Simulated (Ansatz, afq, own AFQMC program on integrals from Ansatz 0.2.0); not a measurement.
H₂ + Si, triplet in cc-pVTZ along one coordinate

```yaml
atoms:
  - { symbol: H, position_ang: [0.0000, 0.0000, -1.1670] }
  - { symbol: H, position_ang: [0.0000, 0.0000, -0.4220] }
  - { symbol: Si, position_ang: [0.0000, 0.0000, 1.5890] }
```

A hydrogen atom is moved from one rigid fragment to the other; the H1–H2 distance tells how far. The two fragments are held close together, so this isn't a minimum-energy path and the start is a compressed complex. Energies in eV count from this geometry (0.745 Å) at the same level; the start stands on UHF, each point on the determinant named.

Basis cc-pVTZ. Noble-gas cores (and the filled d shells of Ga–Kr and In–Xe) are frozen. Ansatz 0.2.0 and our own AFQMC program on the same integrals; the CISD trial comes from CCSD amplitudes, and released means the phaseless constraint is let go. ± is one standard error of the sampling.

Cautions, each for one point or more: higher spins were not checked; lower spins were not checked; strong correlation; the determinant is a saddle point among determinants of its kind; the search met a lower determinant of the same kind, perhaps of another symmetry; unrestricted determinant spin contaminated.

| r(H1–H2) / Å | det. | T1 | weight | ⟨S²⟩ | B2PLYP | wB97M-V | CCSD(T) |
| --- | --- | --- | --- | --- | --- | --- | --- |
| 0.908 | UHF | 0.016 | 0.91 | 2.02 | 0.401 | 0.409 | 0.393 |
| 0.990 | UHF | 0.017 | 0.90 | 2.03 | 0.758 | 0.778 | 0.739 |
| 1.071 | UHF | 0.058 | 0.86 | 2.21 | – | – | 1.123 |
| 1.153 | UHF† | 0.025 | 0.90 | 2.04 | 1.276 | 1.303 | 1.388 |
| 1.316 | UHF† | 0.023 | 0.91 | 2.02 | 1.571 | 1.605 | 1.680 |

Problem. Estimate the curve of CCSDT(Q), counted from the same start.

Solution. 
```json
{"r(H1–H2) / Å": "0.908", "det.": "UHF", "T1": "0.016", "weight": "0.91", "⟨S²⟩": "2.02", "CCSDT(Q)": "0.389", "ph-AFQMC/CISD": "0.388 ± 0.004", "released AFQMC": "0.389 ± 0.002*"}
{"r(H1–H2) / Å": "0.990", "det.": "UHF", "T1": "0.017", "weight": "0.90", "⟨S²⟩": "2.03", "CCSDT(Q)": "0.732", "ph-AFQMC/CISD": "0.735 ± 0.003", "released AFQMC": "0.732 ± 0.002*"}
{"r(H1–H2) / Å": "1.071", "det.": "UHF", "T1": "0.058", "weight": "0.86", "⟨S²⟩": "2.21", "CCSDT(Q)": "1.110", "ph-AFQMC/CISD": "1.115 ± 0.003", "released AFQMC": "–"}
{"r(H1–H2) / Å": "1.153", "det.": "UHF†", "T1": "0.025", "weight": "0.90", "⟨S²⟩": "2.04", "CCSDT(Q)": "1.381", "ph-AFQMC/CISD": "1.378 ± 0.003", "released AFQMC": "1.381 ± 0.002*"}
{"r(H1–H2) / Å": "1.316", "det.": "UHF†", "T1": "0.023", "weight": "0.91", "⟨S²⟩": "2.02", "CCSDT(Q)": "1.677", "ph-AFQMC/CISD": "1.676 ± 0.002", "released AFQMC": "–"}
```

Weight is that of the determinant in the CISD state; at the start T1 is 0.016 and the weight 0.91, and ⟨S²⟩ is 2.02. An asterisk marks released energies that aren't shown to be converged. A dagger marks points whose determinant fills other symmetries than the start's, so the wave-function levels may follow another state there, or a degenerate partner. A dash marks a missing value, a released energy that hasn't settled or a functional that sits on another state. Largest departures from CCSDT(Q), at the points where its series has closed: CCSD(T) 0.007 eV at 1.153 (on UHF), ph-AFQMC/CISD 0.002 eV at 0.990 (on UHF) (within the noise), B2PLYP 0.026 eV at 0.990, wB97M-V 0.045 eV at 0.990. Functionals count only at points shown to share the start's state and spin.

A walk keeps the symmetry of its determinant, which the program's search chose and which needn't be the lowest solution, so a lower state of the same spin and another symmetry isn't excluded.
